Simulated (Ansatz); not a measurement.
## Active spaces for CH2F2, singlet

Program: Ansatz, Gaussian basis, development build. Basis cc-pVDZ, nonrelativistic, 3 orbitals frozen in the corrections. State-specific CASSCF; RHF is the lowest restricted (open-shell) Hartree–Fock solution met. No symmetry is imposed, so a solution can break that of the shape. Lower solutions, or ones in other orbitals, may exist.

Geometry:

```xyz
5

C     0.0000    0.5029    0.0000
F     0.0000   -0.2906   -1.1097
F     0.0000   -0.2906    1.1097
H    -0.9084    1.1067    0.0000
H     0.9084    1.1067    0.0000
```

Question: What do CASSCF and its corrections give against RHF in CAS(2,2), and what are the occupations?

Answer: CASSCF -0.654 eV, SC-NEVPT2 -13.839 eV; occupations 1.98, 0.02.

Question: How do single-reference totals in the same basis and frozen core stand against SC-NEVPT2 in CAS(2,2)?

Answer: CCSD(T) -0.839 eV. Coupled cluster stands on the determinant that it favours, which can lie over the RHF solution above, and is in doubt where the occupations are far from 0, 1 and 2.
